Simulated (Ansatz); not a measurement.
`CN[SiH3]` from Hartree–Fock to CCSD(T)

Cartesian coordinates in Å:
```
C -0.591 -0.968 -0.816
N 0.359 0.088 -0.542
Si 0.493 0.851 0.989
H -0.244 -1.603 -1.636
H -0.689 -1.609 0.064
H -1.596 -0.605 -1.070
H 0.611 0.626 -1.355
H 0.725 -0.195 2.022
H -0.711 1.624 1.426
H 1.642 1.790 0.918
```

Total charge 0; spin multiplicity 1. Geometry: relaxed with PBE0-D4/def2-TZVP. Frozen core, restricted reference, Ansatz 0.2.0. CBS rows extrapolate triple and quadruple zeta; past MP2 they add the triple-zeta difference.

```csv
basis,HF (Eh),MP2 corr.,CCSD corr.,(T),CCSD(T) total
def2-SVP,-385.16999,-0.42071,-0.46869,?,?
def2-TZVPP,-385.38552,?,-0.56557,-0.01965,?
def2-QZVPP,?,-0.55927,–,–,–
CBS(def2),?,-0.58583,-0.62798,as TZ,?
```

Q: Fill in the withheld values. (An estimate is asked.)

A: Computed: def2-SVP (T): -0.01160; def2-SVP CCSD(T) total: -385.65028; def2-TZVPP MP2 corr.: -0.52341; def2-TZVPP CCSD(T) total: -385.97074; def2-QZVPP HF (Eh): -385.39988; CBS(def2) HF (Eh): -385.40185; CBS(def2) CCSD(T) total: -386.04948.
